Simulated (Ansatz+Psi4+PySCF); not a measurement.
Values are calculated unless marked as measured or tabulated.
## PySCF 2.14.0 run

```python
from pyscf import gto, scf, mp

mol = gto.M(atom="""
F 0.093390 0.000000 -5.000000
H -0.840500 0.000000 -5.000000
F -0.093390 0.000000 5.000000
H 0.840500 0.000000 5.000000
""", basis='cc-pvtz', charge=1, spin=1)
mf = scf.UHF(mol)
mf.kernel()
pt = mp.MP2(mf, frozen=2).run()
print(mf.e_tot, pt.e_corr, pt.e_tot)
```

The script is written out from the run's settings.

The run gave:

| Item | Value |
| --- | --- |
| Converged | yes |
| Reference energy | -199.53870 hartree |
| Correlation energy | -0.54201 hartree |
| Total energy | -200.08070 hartree |
| Spin squared of the determinant | 0.770 |

Messages of the program:
```
WARN: beta  nocc = 9  HOMO -0.660950348305147 >= LUMO -0.660950348009784
WARN: HOMO -0.660950348009784 >= LUMO -0.660950348009784
WARN: beta  nocc = 9  HOMO -0.660950348305147 >= LUMO -0.660950348009784
WARN: HOMO -0.660950348009784 >= LUMO -0.660950348009784
```

The reference isn't the lowest determinant (another lies 1.45 eV lower), but the same method gives a higher total on the lower determinant. Caution: MP2 on this radical cation hangs on the determinant chosen; the charge can sit on one fragment and break the point group.
